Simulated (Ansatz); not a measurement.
Trigonal Te, treated with HSE06 (PAW; Ansatz, a first-principles code).

Numerical settings: plane-wave cutoff 460 eV, 9×9×4 k mesh (along the axes of the cell as run), Fermi–Dirac smearing 0.01 eV, scalar-relativistic PAW data made under PBE.

Computed at the level's own relaxed cell.

Problem. What does this level give for the smallest direct gap on the k points sampled, lattice parameter c, lattice constant a, band gap and Γ–Γ gap?

Solution. 
* **smallest direct gap on the k points sampled**: 1.08 eV
* **lattice parameter c**: 5.808 Å
* **lattice constant a**: 4.661 Å
* **band gap**: 0.99 eV
* **Γ–Γ gap**: 2.50 eV

Measured, for comparison: band gap 0.33 eV (temperature not stated, not corrected to a static lattice, compiled measured gap; kind and temperature not stated; as tabulated in Kothakonda et al. (2022), arXiv:2208.02841); lattice parameter c 5.928 Å, lattice constant a 4.456 Å (293 K, not corrected to a static lattice; as tabulated in Wikipedia's data pages). Computed (rounded) less measured: lattice parameter c -2.0 %, lattice constant a +4.6 %.

Note: the cell comes from a level without a dispersion term, which matters for the spacing of layers, chains or molecules.

Spin–orbit coupling is not included; with these elements it can move the gap by several tenths of an eV or more.

Computed values are for the static lattice.
